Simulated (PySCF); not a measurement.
Working out the ionisation energy of C

C [He] 2s2 2p2 (3P) → C⁺ [He] 2s2 2p1 (2P). Computed with PySCF 2.14 in dyall-av3z (15s9p3d2f, 71 functions), with no relativity, point nucleus. Frozen: 1s2; the 14 highest virtual orbitals dropped. Energies in hartree (1 hartree = 27.21139 eV):

```csv
part,C (lower),C⁺ (upper)
UHF,-37.693634,-37.296689
MP2 opposite-spin,-0.056540,-0.049357
MP2 same-spin,-0.013093,-0.003653
```

Q: What does Hartree-Fock give?

A: (-37.296689) − (-37.693634) = 0.396945 hartree = 10.801 eV.

Q: What do MP2 and SCS-MP2 (6/5 opposite-spin, 1/3 same-spin) give?

A: The opposite-spin parts differ by 0.195 eV and the same-spin parts by 0.257 eV. MP2: 10.801 + (0.195) + (0.257) = 11.253 eV. SCS-MP2: 10.801 + 1.2 × (0.195) + (0.257)/3 = 11.121 eV.

Measured between the centres of the two terms (NIST): 11.262 eV, so MP2 (valence) is off by -0.009 eV.

What remains against the reference includes basis incompleteness, the frozen core and correlation beyond second order.
